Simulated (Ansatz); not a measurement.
Geometry optimisation, Ansatz 0.2.0, RKS PBE0-D4/6-31G*.

Input file:

```yaml
crystal:
  periodic: [false, false, false]
  atoms:
    - { symbol: Si, position_ang: [0.358581, -0.466914, -0.309282] }
    - { symbol: H, position_ang: [-0.831004, -0.282682, 2.074239] }
    - { symbol: H, position_ang: [1.042816, -0.469324, -1.627901] }
    - { symbol: H, position_ang: [0.220734, 0.906224, 0.22984] }
    - { symbol: O, position_ang: [-1.100695, -1.178171, -0.629461] }
    - { symbol: H, position_ang: [-1.722825, -1.225163, 0.109393] }
    - { symbol: O, position_ang: [1.275175, -1.29734, 0.81534] }
    - { symbol: H, position_ang: [1.730242, -2.071808, 0.46193] }
    - { symbol: H, position_ang: [-0.292323, -0.703622, 2.266203] }
basis:
  gaussian: { orbitals: "6-31G*" }
hamiltonian:
  xc: pbe0
  dispersion: d4
relax:
  f_tol: 0.03
  max_steps: 50
```

Launched with:

```bash
$ ansatz run input.yaml --threads 1 --pin off --max-ram 2048MiB --backend cpu --events-out ev --progress --plain --runs-dir out
```

**Question.** Where does it end, and by what steps?

**Answer.** It converged. After 17 steps the energy has fallen by 0.188 eV; H2 moved furthest, 1.22 Å.

```json
{"step": "0", "energy less start (eV)": "0.0000", "largest force component (eV/Å)": "1.211", "accepted": "yes"}
{"step": "1", "energy less start (eV)": "-0.1042", "largest force component (eV/Å)": "0.216", "accepted": "yes"}
{"step": "2", "energy less start (eV)": "-0.1450", "largest force component (eV/Å)": "0.284", "accepted": "yes"}
{"step": "3", "energy less start (eV)": "-0.1688", "largest force component (eV/Å)": "0.307", "accepted": "yes"}
{"step": "4", "energy less start (eV)": "-0.1770", "largest force component (eV/Å)": "0.134", "accepted": "yes"}
{"step": "5", "energy less start (eV)": "-0.1726", "largest force component (eV/Å)": "0.248", "accepted": "no"}
{"step": "6", "energy less start (eV)": "-0.1788", "largest force component (eV/Å)": "0.062", "accepted": "yes"}
{"step": "7", "energy less start (eV)": "-0.1800", "largest force component (eV/Å)": "0.144", "accepted": "yes"}
{"step": "8", "energy less start (eV)": "-0.1813", "largest force component (eV/Å)": "0.144", "accepted": "yes"}
{"step": "9", "energy less start (eV)": "-0.1823", "largest force component (eV/Å)": "0.221", "accepted": "yes"}
{"step": "10", "energy less start (eV)": "-0.1838", "largest force component (eV/Å)": "0.082", "accepted": "yes"}
{"step": "11", "energy less start (eV)": "-0.1851", "largest force component (eV/Å)": "0.037", "accepted": "yes"}
{"step": "12", "energy less start (eV)": "-0.1861", "largest force component (eV/Å)": "0.115", "accepted": "yes"}
{"step": "13", "energy less start (eV)": "-0.1869", "largest force component (eV/Å)": "0.077", "accepted": "yes"}
{"step": "14", "energy less start (eV)": "-0.1876", "largest force component (eV/Å)": "0.034", "accepted": "yes"}
{"step": "15", "energy less start (eV)": "-0.1879", "largest force component (eV/Å)": "0.044", "accepted": "yes"}
{"step": "16", "energy less start (eV)": "-0.1881", "largest force component (eV/Å)": "0.036", "accepted": "yes"}
{"step": "17", "energy less start (eV)": "-0.1882", "largest force component (eV/Å)": "0.013", "accepted": "yes"}
```

```xyz
9
Properties=species:S:1:pos:R:3
Si 0.476 -0.438 -0.640
H -1.077 -0.987 3.035
H 1.099 -0.970 -1.878
H 0.474 1.046 -0.592
O -1.057 -1.066 -0.672
H -1.643 -0.766 0.034
O 1.335 -0.868 0.714
H 1.547 -1.807 0.788
H -0.473 -0.933 2.602
```

Whether the end is a true minimum wasn't checked by a vibrational analysis.

The run took 38 s on 1 thread of Arm Neoverse V2, with other jobs on the host, peak memory 0.11 GiB.
